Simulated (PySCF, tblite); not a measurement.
C3H6OS.
Atom-mapped SMILES: `[CH3:1][C:2](=[S:3])[CH2:4][OH:5]` (hydrogens: H6, H7, H8 on C1; H9, H10 on C4; H11 on O5)

Computed with GFN2-xTB (tblite), gas phase: Langevin dynamics at 300 K from the optimised GFN2-xTB geometry, time step 0.5 fs, friction 0.01 fs⁻¹, 2000 steps. Over the second half of the run the saved frames average 359 K.

Frame at 250 fs, instantaneous temperature 279 K:
```
atom  x, y, z in Å
C1     -1.379   -1.256   -0.124
C2     -0.221   -0.510    0.331
S3     -0.351    0.405    1.675
C4      1.016   -0.555   -0.447
O5      2.139   -0.122    0.263
H6     -2.206   -0.591   -0.423
H7     -1.868   -1.878    0.649
H8     -1.009   -1.947   -0.931
H9      0.839    0.045   -1.361
H10     1.249   -1.628   -0.664
H11     1.785    0.496    0.958
```

Frame at 425 fs, instantaneous temperature 204 K:
```
atom  x, y, z in Å
C1     -1.000   -1.728   -0.143
C2      0.016   -0.774    0.422
S3     -0.540    0.214    1.462
C4      1.383   -0.940   -0.048
O5      2.315   -0.295    0.786
H6     -0.805   -1.673   -1.272
H7     -2.024   -1.335    0.037
H8     -0.836   -2.758    0.196
H9      1.562   -0.534   -1.043
H10     1.655   -1.967   -0.117
H11     1.834    0.267    1.452
```

Frame at 625 fs, instantaneous temperature 322 K:
```
atom  x, y, z in Å
C1     -0.412   -2.011   -0.547
C2      0.387   -1.024    0.314
S3     -0.428   -0.418    1.606
C4      1.886   -0.628   -0.033
O5      2.541   -0.215    1.105
H6     -0.030   -2.184   -1.570
H7     -1.472   -1.610   -0.550
H8     -0.578   -2.931    0.053
H9      2.015    0.188   -0.685
H10     2.327   -1.599   -0.377
H11     1.879    0.279    1.626
```

Frame at 800 fs, instantaneous temperature 388 K:
```
atom  x, y, z in Å
C1     -0.858   -1.305   -1.078
C2     -0.049   -0.918    0.084
S3     -0.693   -0.855    1.599
C4      1.425   -0.612   -0.204
O5      2.075    0.276    0.656
H6     -1.490   -0.460   -1.328
H7     -1.521   -2.061   -0.788
H8     -0.344   -1.563   -2.000
H9      1.577   -0.231   -1.169
H10     1.853   -1.657   -0.220
H11     1.627    0.273    1.503
```

Frame at 1000 fs, instantaneous temperature 266 K:
```
atom  x, y, z in Å
C1     -1.306   -0.883   -1.211
C2     -0.411   -0.770   -0.056
S3     -0.943   -0.920    1.486
C4      1.034   -0.634   -0.520
O5      1.965   -0.380    0.500
H6     -2.151   -1.492   -0.859
H7     -0.697   -1.280   -1.993
H8     -1.719    0.044   -1.515
H9      1.134    0.076   -1.363
H10     1.244   -1.663   -0.949
H11     1.595   -0.516    1.404
```

Question: What do single points at PBE0/pcSseg-1 (PySCF, gas phase) give on these frames?

Answer: 
```json
{"t (fs)": "250", "GFN2-xTB E above start (eV)": "0.24", "DFT E above lowest frame (eV)": "0.01", "HOMO (eV)": "-6.94", "LUMO (eV)": "-2.36", "dipole (D)": "3.04"}
{"t (fs)": "425", "GFN2-xTB E above start (eV)": "0.52", "DFT E above lowest frame (eV)": "0.34", "HOMO (eV)": "-6.82", "LUMO (eV)": "-2.06", "dipole (D)": "2.56"}
{"t (fs)": "625", "GFN2-xTB E above start (eV)": "0.58", "DFT E above lowest frame (eV)": "0.38", "HOMO (eV)": "-6.93", "LUMO (eV)": "-2.43", "dipole (D)": "2.72"}
{"t (fs)": "800", "GFN2-xTB E above start (eV)": "0.24", "DFT E above lowest frame (eV)": "0.00", "HOMO (eV)": "-6.85", "LUMO (eV)": "-2.26", "dipole (D)": "2.70"}
{"t (fs)": "1000", "GFN2-xTB E above start (eV)": "0.31", "DFT E above lowest frame (eV)": "0.07", "HOMO (eV)": "-6.88", "LUMO (eV)": "-2.24", "dipole (D)": "2.63"}
```

Both levels order the frames alike by energy; measured from each level's lowest frame they differ by 0.06 eV at most. The HOMO–LUMO gap runs from 4.50 to 4.76 eV. These are instantaneous structures, not minima.

Question: And the isotropic GIAO shieldings (ppm) from the same runs?

Answer: 
```json
{"atom": "C1", "250 fs": "148.6", "425 fs": "135.8", "625 fs": "137.5", "800 fs": "151.1", "1000 fs": "147.6", "mean": "144.1", "range": "15.3"}
{"atom": "C2", "250 fs": "-90.0", "425 fs": "-63.6", "625 fs": "-109.8", "800 fs": "-96.2", "1000 fs": "-93.3", "mean": "-90.6", "range": "46.2"}
{"atom": "S3", "250 fs": "-286.0", "425 fs": "-269.9", "625 fs": "-363.3", "800 fs": "-266.4", "1000 fs": "-272.4", "mean": "-291.6", "range": "96.9"}
{"atom": "C4", "250 fs": "105.1", "425 fs": "116.4", "625 fs": "104.5", "800 fs": "102.7", "1000 fs": "98.9", "mean": "105.5", "range": "17.5"}
{"atom": "O5", "250 fs": "282.6", "425 fs": "295.5", "625 fs": "297.3", "800 fs": "301.6", "1000 fs": "294.7", "mean": "294.3", "range": "19.0"}
{"atom": "H6", "250 fs": "28.0", "425 fs": "27.8", "625 fs": "28.1", "800 fs": "29.0", "1000 fs": "27.9", "mean": "28.2", "range": "1.2"}
{"atom": "H7", "250 fs": "27.8", "425 fs": "27.7", "625 fs": "26.7", "800 fs": "29.4", "1000 fs": "29.2", "mean": "28.2", "range": "2.7"}
{"atom": "H8", "250 fs": "28.1", "425 fs": "28.4", "625 fs": "27.6", "800 fs": "28.9", "1000 fs": "29.5", "mean": "28.5", "range": "1.9"}
{"atom": "H9", "250 fs": "26.8", "425 fs": "26.7", "625 fs": "27.0", "800 fs": "27.3", "1000 fs": "25.9", "mean": "26.7", "range": "1.4"}
{"atom": "H10", "250 fs": "26.3", "425 fs": "27.1", "625 fs": "26.3", "800 fs": "27.1", "1000 fs": "26.4", "mean": "26.6", "range": "0.8"}
{"atom": "H11", "250 fs": "27.1", "425 fs": "28.0", "625 fs": "28.7", "800 fs": "29.1", "1000 fs": "27.9", "mean": "28.2", "range": "2.0"}
```

The cost below is that of the whole dynamics run. Hardware: one thread, Intel Xeon at 2.70 GHz (x86_64), shared host. Cost: 14 s wall, 0.18 GiB resident at most.
